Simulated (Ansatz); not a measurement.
The same path of BClH2 + H2 (6 atoms, charge 0, multiplicity 1) was run twice with different band settings. Lost on the way: B1–Cl2, H5–H6. Made: B1–H5, Cl2–H6.

These are results of RKS B3LYP/def2-SVP in Ansatz 0.2.0, not measurements.

Relaxed end points:

```xyz
6
Properties=species:S:1:pos:R:3
B -0.015 0.549 0.172
Cl -0.036 1.154 1.812
H 1.050 0.390 -0.360
H -1.066 0.320 -0.361
H 0.111 -2.624 0.426
H 0.074 -2.459 1.168
```

```xyz
6
Properties=species:S:1:pos:R:3
B 0.018 -0.263 -0.358
Cl 0.001 -0.154 2.189
H 1.040 0.364 -0.479
H -1.045 0.288 -0.490
H 0.062 -1.469 -0.353
H 0.042 -1.436 2.348
```

Common settings: movable images 7; climbing image yes; optimiser quadratic models (default); start path through a guess of the saddle point; force threshold 0.05 eV/Å; iteration limit 60; end points relaxed.

| run | spring |
| --- | --- |
| 1 | 5.0 eV/Å² |
| 2 | 20.0 eV/Å² |

Question: What does each run give, and how far can it be trusted?

Answer: Run 1: converged after 19 iterations, highest image 1.078 eV above the first end. A vibrational analysis at the climbing image gives one clearly imaginary mode, 721i cm⁻¹: a first-order saddle point.
Run 2: converged after 13 iterations, highest image 1.078 eV above the first end. Another band between the same ends (7 images) ends at a top of the same energy, where a vibrational analysis finds 1 clearly imaginary mode.
The orbitals stay closed-shell, which can raise the energy where a bond breaks towards radicals; this wasn't checked here.
